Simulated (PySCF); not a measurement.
Species: CS2.
Geometry (PBE0-D3(BJ)/def2-SVP, Å), atoms numbered from 1 in this order:
```
atom  x, y, z in Å
S1    -1.5604    0.1230    0.0072
C2    -0.0055    0.0713   -0.0066
S3     1.5495    0.0190   -0.0205
```

Level: wB97X-D/def2-SVPD in PySCF, non-relativistic, on one gas-phase PBE0-D3(BJ)/def2-SVP geometry that isn't relaxed in the solvent. The solvent is an IEF-PCM continuum (Bondi radii, 1.10 Å for H, scaled by 1.2), and excitations are vertical TDDFT with non-equilibrium linear response and a frozen core. Specific hydrogen bonds and non-electrostatic terms are outside this model.

Gas-phase singlets (H = HOMO, L = LUMO):

```tsv
state	E (eV)	λ (nm)	f	leading configuration
S1	3.832	324	0.000	H→L+1 49%
S2	4.159	298	0.000	H-1→L 50%
S3	4.159	298	0.000	H→L 50%
S4	6.753	184	1.103	H-1→L+1 43%
S5	6.994	177	0.000	H-2→L+1 49%
```

Task: What are the lowest 5 singlets in chloroform (ε = 4.711)?

Result: 
| state | E (eV) | λ (nm) | f | leading configuration | change by rank (eV) |
| --- | --- | --- | --- | --- | --- |
| S1 | 3.842 | 323 | 0.000 | H→L 50% | +0.010 |
| S2 | 4.145 | 299 | 0.000 | H-1→L+1 50% | -0.014 |
| S3 | 4.145 | 299 | 0.000 | H→L+1 50% | -0.014 |
| S4 | 6.321 | 196 | 1.318 | H-1→L 45% | -0.432 |
| S5 | 6.998 | 177 | 0.000 | H-2→L 49% | +0.004 |

Task: How does the list change in dimethylsulfoxide (ε = 46.83)?

Result: 
```
state  E (eV)  λ (nm)      f  leading configuration  change by rank (eV)
   S1   3.846     322  0.000                H→L 50%               +0.014
   S2   4.147     299  0.000            H-1→L+1 50%               -0.012
   S3   4.147     299  0.000              H→L+1 50%               -0.012
   S4   6.300     197  1.326              H-1→L 45%               -0.453
   S5   7.001     177  0.000              H-2→L 49%               +0.007
```

Task: How do the frontier levels move from gas to dimethylsulfoxide?

Result: 
```json
{"orbital": "LUMO+2", "gas (eV)": "1.87", "solvent (eV)": "1.92", "change (eV)": "+0.05", "Löwdin shares, gas": "S3 44 %, S1 44 %, C2 12 %", "Löwdin shares, solvent": "S3 44 %, S1 44 %, C2 11 %"}
{"orbital": "LUMO+1", "gas (eV)": "-0.47", "solvent (eV)": "-0.39", "change (eV)": "+0.08", "Löwdin shares, gas": "C2 35 %, S3 32 %, S1 32 %", "Löwdin shares, solvent": "C2 36 %, S3 32 %, S1 32 %"}
{"orbital": "LUMO", "gas (eV)": "-0.47", "solvent (eV)": "-0.39", "change (eV)": "+0.08", "Löwdin shares, gas": "C2 35 %, S3 32 %, S1 32 %", "Löwdin shares, solvent": "C2 36 %, S3 32 %, S1 32 %"}
{"orbital": "HOMO", "gas (eV)": "-9.69", "solvent (eV)": "-9.62", "change (eV)": "+0.07", "Löwdin shares, gas": "S1 39 %, S3 39 %, C2 22 %", "Löwdin shares, solvent": "S1 39 %, S3 39 %, C2 22 %"}
{"orbital": "HOMO-1", "gas (eV)": "-9.69", "solvent (eV)": "-9.62", "change (eV)": "+0.07", "Löwdin shares, gas": "S1 39 %, S3 39 %, C2 22 %", "Löwdin shares, solvent": "S1 39 %, S3 39 %, C2 22 %"}
{"orbital": "HOMO-2", "gas (eV)": "-13.25", "solvent (eV)": "-13.18", "change (eV)": "+0.07", "Löwdin shares, gas": "C2 42 %, S3 29 %, S1 29 %", "Löwdin shares, solvent": "C2 42 %, S3 29 %, S1 29 %"}
{"orbital": "HOMO-3", "gas (eV)": "-13.25", "solvent (eV)": "-13.18", "change (eV)": "+0.07", "Löwdin shares, gas": "C2 42 %, S3 29 %, S1 29 %", "Löwdin shares, solvent": "C2 42 %, S3 29 %, S1 29 %"}
```

The HOMO–LUMO gap goes from 9.22 to 9.23 eV. Shares within a degenerate set are those of one arbitrary member.

Cost: about 5 s of CPU time on one thread; the machine was shared, so the figure is rough. This is the whole response run at wB97X-D/def2-SVPD in dimethylsulfoxide, SCF included.
